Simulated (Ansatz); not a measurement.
Input file:

```yaml
crystal:
  periodic: [false, false, false]
  atoms:
    - {symbol: H, position_ang: [-2.285707, 0.000000, 0.000000]}
    - {symbol: H, position_ang: [-1.217707, 0.000000, 0.000000]}
    - {symbol: B, position_ang: [0.195293, 0.000000, 0.000000]}
    - {symbol: H, position_ang: [0.704366, 0.000000, 1.077008]}
    - {symbol: H, position_ang: [0.704366, 0.000000, -1.077008]}
basis:
  gaussian: {orbitals: 6-31G}
magnetization: {spin_polarized: false, initial_magnetization: 1}
correlation: {method: fic_mrcisd_q_relaxed, electrons: outside_noble_gas, active_space: {window: {electrons: 7, orbitals: 8}, shells: [{species: B, l: s, shell: 2}, {species: B, l: p, shell: 2}, {species: H, l: s, shell: 1}]}}
```

```sh
$ ansatz run in.yaml --threads 1 --pin off --events-out ev --progress --plain --max-ram 2393MiB
```

The program prints:

```
385 factors; integrals over basis functions are off by at most 1.8e-7 eV
mean field evaluation 1: about -729.4228 eV, gradient 9.2e0 eV
mean field evaluation 2: about -729.4188 eV, gradient 9.2e0 eV
mean field evaluation 4: about -730.1182 eV, gradient 1.1e0 eV
mean field evaluation 8: about -730.1660 eV, gradient 5.6e-3 eV
mean field evaluation 16: about -728.2670 eV, gradient 1.9e-1 eV
mean field evaluation 32: about -728.2651 eV, gradient 3.1e-6 eV
mean field -730.16598087 eV, -26.8331048726 hartree, gradient 1.5e-6 eV, S^2 0.750000; 3 other end points of the search recorded, 0 dependent functions left out
reference -730.16598087 eV, -26.8331048726 hartree; 5, 4 occupied and 12, 13 virtual orbitals, 385 factors
state -731.83600028 eV, -26.8944769540 hartree
contracted CI cycle   1: correlation -0.00000000 eV, -0.0000000000 hartree, residual 6.13e0 eV
contracted CI cycle   2: correlation -0.67523239 eV, -0.0248143328 hartree, residual 1.56e0 eV
contracted CI cycle   3: correlation -0.71386322 eV, -0.0262339895 hartree, residual 5.32e-1 eV
contracted CI cycle   4: correlation -0.71886594 eV, -0.0264178359 hartree, residual 1.85e-1 eV
contracted CI cycle   5: correlation -0.71945145 eV, -0.0264393532 hartree, residual 6.78e-2 eV
contracted CI cycle   6: correlation -0.71952848 eV, -0.0264421839 hartree, residual 2.19e-2 eV
contracted CI cycle   7: correlation -0.71953618 eV, -0.0264424667 hartree, residual 7.51e-3 eV
contracted CI cycle   8: correlation -0.71953733 eV, -0.0264425092 hartree, residual 3.05e-3 eV
contracted CI cycle   9: correlation -0.71953750 eV, -0.0264425155 hartree, residual 1.30e-3 eV
state -731.83600028 eV, -26.8944769540 hartree; corrected -732.56621442 eV, -26.9213118289 hartree
Total energy: -732.56621442 eV, -26.9213118289 hartree
Checks for a lower state left out: starts, orbital_swaps
```

Natural occupations: 1.9784 1.9761 1.9667 0.9989 0.0325 0.0205 0.0168 0.0101.

For the same geometry and basis full CI lies 1.5 meV higher.

Ran on 1 thread of Arm Neoverse N1, shared host: 4.5 s wall, 0.19 GiB peak host memory.
